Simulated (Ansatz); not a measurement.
Born–Oppenheimer molecular dynamics of BClFH3 (6 atoms, charge 0, multiplicity 1). It starts at the highest image of a converged band, a first-order saddle point between two minima.

These are results of RKS r2SCAN-D4/def2-SVP in Ansatz, not measurements.

```
ensemble                      : NVE (velocity Verlet)
time step                     : 0.5 fs
steps asked                   : 200
starting velocities drawn for : 300 K
seed                          : 5153
```

First frame:

```xyz
6
Properties=species:S:1:pos:R:3
B 0.011 -0.191 0.031
F 0.008 0.140 1.542
H 1.063 0.103 -0.463
H -1.062 0.037 -0.455
Cl 0.072 -2.159 0.545
H 0.045 -1.044 1.611
```

(1) What does the run give?

(2) What happens to the structure?

(3) How do temperature and energy run in time?

## Answers

(1) The run went to its last step.

```
steps done                                               : 200
time covered                                             : 100 fs
mean temperature over the second half                    : 1426 K
spread of the potential energy over the second half      : 7.1 meV per atom
mean potential energy of the second half above the start : -97.1 meV per atom
```

The conserved energy stayed within 0.089 meV per atom of its start (net change -0.024 meV per atom), so the integration is sound. The kinetic energy rose, since the run started high on the potential surface and went downhill. It ends in pieces (BFH2 + ClH), so much of that is their flight and rotation, not heat. A run of 0.1 ps of so small a system gives no equilibrium averages. The orbitals stay closed-shell, which can raise the energy where a bond breaks towards radicals; this wasn't checked here.

(2) Between its relaxed ends the band would form B1–Cl5, F2–H6 and break B1–F2, Cl5–H6. These pairs go: B1–Cl5 2.04 → 3.91 Å, F2–H6 1.19 → 4.13 Å, B1–F2 1.55 → 1.32 Å, Cl5–H6 1.54 → 1.27 Å. In the last frame they stand as before the step (other bonds may differ from the relaxed reactants and products). It ends as BFH2 + ClH. Pairs count as bonded within 1.25 times the sum of covalent radii (0.12 Å more for H–H). Another seed would give other details.

(3) 
```csv
time (fs),T (K),potential energy less start (eV),conserved less start (meV/atom)
0,300,0.000,0.00
8,68,0.121,0.05
16,314,-0.007,0.02
24,561,-0.135,0.04
32,1170,-0.450,-0.02
40,1142,-0.435,0.02
48,1466,-0.603,0.03
56,1424,-0.581,-0.01
64,1494,-0.617,0.04
72,1513,-0.627,-0.01
80,1375,-0.555,0.03
88,1463,-0.601,0.00
96,1308,-0.521,0.01
```

Time of the run: 8.1 min on 1 thread of Arm Neoverse V1 (shared host), peak memory 0.11 GiB.
